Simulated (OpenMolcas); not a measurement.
# F2 (fluorine) at 6 levels

Wanted: a comparison of 6 runs (B3LYP/6-31G*, BLYP/cc-pVTZ, M06-L/cc-pVTZ, PBE0/cc-pVTZ, TPSS/cc-pVTZ, CCSD(T)/cc-pVTZ) of F2 (fluorine). 

The calculation is run with OpenMolcas 26.06.

1 further run of the same task is left out (set aside as unsound or not needed).

## (1) The system as given

F2 has 2 atoms, charge 0, and is taken as a singlet. SMILES: `FF`. Geometry: relaxed at PBE0-D4/def2-TZVP.

Bond lengths: F1–F2 1.376 Å.

## (2) Energy and forces at B3LYP/6-31G(d) (spherical functions) (run 1)

File coord.xyz:

```xyz
2

F     -0.583900     0.212400    -0.295000
F      0.583900    -0.212400     0.295000
```

File test.inp:

```
* F2 Kohn-Sham DFT

&GATEWAY
 BasLib
 $CurrDir
 Coord
 coord.xyz
 Basis
 6-31Gs
 Group
 NoSym

&SEWARD
 GridInput
 Grid=UltraFine
 End of Grid

&SCF
 KSDFT
 B3LYP
 Thresholds
 1e-10 1e-07 1e-07 1e-05
 PrOrbitals
 1 1

&ALASKA
```

The basis set 6-31G* is read from a file made from the Basis Set Exchange's data (not shown).

Run with:

```bash
$ export MOLCAS_MEM=1860
$ pymolcas test.inp > test.log
```

Log:

```text
--- Start Module: gateway ---
[...]
--- Stop Module: gateway /rc=_RC_ALL_IS_WELL_ ---
[...]
      Basis functions           28
[...]
--- Start Module: scf ---
[...]
       Convergence after   8 Iterations
[...]
::    Total KS-DFT energy                            -199.4947604809
[...]
      Total spin, S                                     0.0000000000
[...]
      Total electronic charge=   18.000000
      Total            charge=   -0.000000
[...]
      Dipole Moment (debye):
      Origin of the operator (angstrom)=    0.0000    0.0000    0.0000
                   X= -4.9587E-12               Y=  1.7336E-12               Z= -2.5719E-12           Total=  5.8489E-12
      Quadrupole Moment (debye*angstrom):
[...]
--- Stop Module: scf /rc=_RC_ALL_IS_WELL_ ---
--- Start Module: alaska ---
[...]
 *              Molecular gradients               *
 **************************************************
  Irreducible representation: a
 ------------------------------------------------------------------------------------------
                              X                       Y                       Z
 ------------------------------------------------------------------------------------------
  F1                2.12300062606765E-02   -7.72264656585042E-03    1.07258980081184E-02
  F2               -2.12300062606801E-02    7.72264656584865E-03   -1.07258980081184E-02
 ------------------------------------------------------------------------------------------
--- Stop Module: alaska /rc=_RC_ALL_IS_WELL_ ---
[...]
```

It took 2 s on 1 thread of Intel Xeon 6975P-C (Granite Rapids), shared host; peak memory 0.37 GiB.

## (3) Energy and forces at BLYP/cc-pVTZ (run 2)

File struct.xyz:

```xyz
2

F     -0.583900     0.212400    -0.295000
F      0.583900    -0.212400     0.295000
```

File mol.input:

```
* F2 Kohn-Sham DFT

&GATEWAY
  BasLib = $CurrDir
  Coord = struct.xyz
  Basis = cc-pVTZ
  Group = NoSym

&SEWARD
  GridInput
  Grid=UltraFine
  End of Grid

&SCF
  KSDFT = BLYP
  Thresholds = 1e-10 1e-07 1e-07 1e-05
  PrOrbitals = 1

&ALASKA
```

The basis set cc-pVTZ is read from a file made from the Basis Set Exchange's data (not shown).

Run with:

```bash
$ export MOLCAS_MEM=1860
$ pymolcas mol.input > mol.log
```

Log:

```text
--- Start Module: gateway ---
[...]
--- Stop Module: gateway /rc=_RC_ALL_IS_WELL_ ---
[...]
      Basis functions           60
[...]
--- Start Module: scf ---
[...]
       Convergence after  10 Iterations
[...]
::    Total KS-DFT energy                            -199.5843177627
[...]
      Total spin, S                                     0.0000000000
[...]
      Total electronic charge=   18.000000
      Total            charge=   -0.000000
[...]
      Dipole Moment (debye):
      Origin of the operator (angstrom)=    0.0000    0.0000    0.0000
                   X=  7.7724E-11               Y= -2.8323E-11               Z=  3.9230E-11           Total=  9.1554E-11
      Quadrupole Moment (debye*angstrom):
[...]
--- Stop Module: scf /rc=_RC_ALL_IS_WELL_ ---
[...]
--- Start Module: alaska ---
[...]
 *              Molecular gradients               *
 **************************************************
  Irreducible representation: a
 ------------------------------------------------------------------------------------------
                              X                       Y                       Z
 ------------------------------------------------------------------------------------------
  F1                3.63479434324994E-02   -1.32219612692670E-02    1.83638350961894E-02
  F2               -3.63479434324958E-02    1.32219612692670E-02   -1.83638350961912E-02
 ------------------------------------------------------------------------------------------
--- Stop Module: alaska /rc=_RC_ALL_IS_WELL_ ---
[...]
```

Wall time 4.2 s (1 thread of Intel Xeon 6975P-C (Granite Rapids), shared host); peak memory 0.39 GiB.

Runs 3 to 4 aren't shown in full; the table further down has their settings and results.

## (4) Energy and gradient at TPSS/cc-pVTZ (run 5)

File run.input:

```
* F2 Kohn-Sham DFT

&GATEWAY
 BasLib
 $CurrDir
 BasisSet
 F.cc-pVTZ....
 F1 -0.583900 0.212400 -0.295000 angstrom
 F2 0.583900 -0.212400 0.295000 angstrom
 End of Basis

&SEWARD
 GridInput
 Grid=UltraFine
 End of Grid

&SCF
 KSDFT
 2
 1.0 MGGA_X_TPSS
 1.0 MGGA_C_TPSS
 Thresholds
 1e-10 1e-07 1e-07 1e-05
 PrOrbitals
 1 1

&ALASKA
```

The basis set cc-pVTZ is read from a file made from the Basis Set Exchange's data (not shown).

Run with:

```bash
$ export MOLCAS_MEM=1860
$ pymolcas run.input > run.log
```

Log:

```text
--- Start Module: gateway ---
[...]
--- Stop Module: gateway /rc=_RC_ALL_IS_WELL_ ---
[...]
      Basis functions           60
[...]
--- Start Module: scf ---
[...]
       Convergence after  10 Iterations
[...]
::    Total KS-DFT energy                            -199.6060108372
[...]
      Total spin, S                                     0.0000000000
[...]
      Total electronic charge=   18.000000
      Total            charge=   -0.000000
[...]
      Dipole Moment (debye):
      Origin of the operator (angstrom)=    0.0000    0.0000    0.0000
                   X=  1.0419E-12               Y= -2.9625E-13               Z=  4.0645E-13           Total=  1.1569E-12
      Quadrupole Moment (debye*angstrom):
[...]
--- Stop Module: scf /rc=_RC_ALL_IS_WELL_ ---
[...]
--- Start Module: alaska ---
[...]
 *              Molecular gradients               *
 **************************************************
  Irreducible representation: a
 ------------------------------------------------------------------------------------------
                              X                       Y                       Z
 ------------------------------------------------------------------------------------------
  F1                2.65082093807045E-02   -9.64265057806912E-03    1.33925702473130E-02
  F2               -2.65082093807116E-02    9.64265057806557E-03   -1.33925702473112E-02
 ------------------------------------------------------------------------------------------
--- Stop Module: alaska /rc=_RC_ALL_IS_WELL_ ---
[...]
```

Wall time 5.4 s (1 thread of Intel Xeon 6975P-C (Granite Rapids), shared host); peak memory 0.39 GiB.

## (5) The energy at CCSD(T)/cc-pVTZ (run 6)

File geom.xyz:

```xyz
2

F     -0.583900     0.212400    -0.295000
F      0.583900    -0.212400     0.295000
```

File job.inp:

```
&GATEWAY
 BasLib=$CurrDir
 Coord=geom.xyz
 Basis=cc-pVTZ
 Group=NoSym

&SEWARD

&SCF
 Thresholds=1e-10 1e-07 1e-07 1e-05
 PrOrbitals=0

&RASSCF
 FileOrb=$Project.ScfOrb
 Spin=1
 Nactel=0 0 0
 Inactive=9
 Ras2=0
 OutOrbitals=Canonical
 OrbListing=NoCore

&MOTRA
 JobIph
 Frozen=2

&CCSDT
 CCT
 Triples=2
 Iterations=80
 Accuracy=1e-08
 Extrapolation=5 4
```

The basis set cc-pVTZ is read from a file made from the Basis Set Exchange's data (not shown).

Run with:

```bash
$ export MOLCAS_MEM=1860
$ pymolcas job.inp > job.log
```

Log:

```text
--- Start Module: gateway ---
[...]
--- Stop Module: gateway /rc=_RC_ALL_IS_WELL_ ---
[...]
      Basis functions           60
[...]
       Convergence after  10 Iterations
[...]
::    Total SCF energy                               -198.7560133013
[...]
      Total spin, S                                     0.0000000000
[...]
      Number of active orbitals                  0
[...]
      Spin quantum number                      0.0
[...]
      Active orbitals                            0
[...]
      Number of CSFs                             1
[...]
      Number of root(s) required                 1
[...]
      Convergence after  4 iterations
[...]
      Natural orbitals and occupation numbers for root  1
      ************************************************************************************************************************
      *                                                    Final results                                                     *
      ************************************************************************************************************************
[...]
::    RASSCF root number  1 Total energy:   -198.75601330
[...]
      Total electronic charge=   18.000000
      Total            charge=   -0.000000
[...]
      Dipole Moment (debye):
      Origin of the operator (angstrom)=    0.0000    0.0000    0.0000
                   X=  1.2740E-14               Y=  1.8428E-14               Z=  7.9550E-15           Total=  2.3773E-14
      Quadrupole Moment (debye*angstrom):
[...]
--- Start Module: motra ---
[...]
--- Stop Module: motra /rc=_RC_ALL_IS_WELL_ ---
--- Start Module: ccsdt ---
[...]
      Convergence after                    15  Iterations
      Total energy (diff) :    -199.27805730      -0.00000001
[...]
 METHOD                       : CCSD+T(CCSD)+<T3(1)WT1> = CCSD(T)
[...]
       CCSD     =      -199.2780572962951
[...]
```

It took 5.7 s on 1 thread of Intel Xeon 6975P-C (Granite Rapids), shared host; peak memory 0.39 GiB.

## (6) The series

```tsv
run	level	task	integration grid	energy (Eh)	dipole moment (D) of the reference	HOMO energy (eV)	LUMO energy (eV)	wall time
1	B3LYP/6-31G* (spherical functions)	gradient	UltraFine	-199.494760	0.00	-10.55	-2.94	2 s
2	BLYP/cc-pVTZ	gradient	UltraFine	-199.584318	0.00	-8.98	-4.76	4.2 s
3	M06-L/cc-pVTZ	gradient	UltraFine	-199.546731	0.00	-9.60	-4.41	4.8 s
4	PBE0/cc-pVTZ	gradient	UltraFine	-199.395379	0.00	-11.46	-3.05	3.9 s
5	TPSS/cc-pVTZ	gradient	UltraFine	-199.606011	0.00	-9.22	-4.62	5.4 s
6	CCSD(T)/cc-pVTZ	energy	–	-199.295144	0.00	-17.88	3.37	5.7 s
```

## (7) Summary of results

| quantity | value |
| --- | --- |
| run 6: total energy | -199.29514 Eh |
| run 6: dipole moment (mean-field density) | 0.00 D |
| run 6: HOMO energy (Hartree–Fock orbitals) | -17.88 eV |
| run 6: LUMO energy (Hartree–Fock orbitals) | 3.37 eV |
| run 6: HOMO–LUMO gap (Hartree–Fock orbitals) | 21.25 eV |
| run 6: correlation energy (2 core orbitals frozen) | -539.1 mEh |
| run 6: (T) correction | -17.09 mEh |

Over runs 1, 2, 3, 4, 5 the HOMO–LUMO gap runs from 4.22 eV (BLYP/cc-pVTZ) to 8.41 eV (PBE0/cc-pVTZ). Totals of different functionals can't be ranked against each other. All runs together took 26 s, the longest 5.7 s.
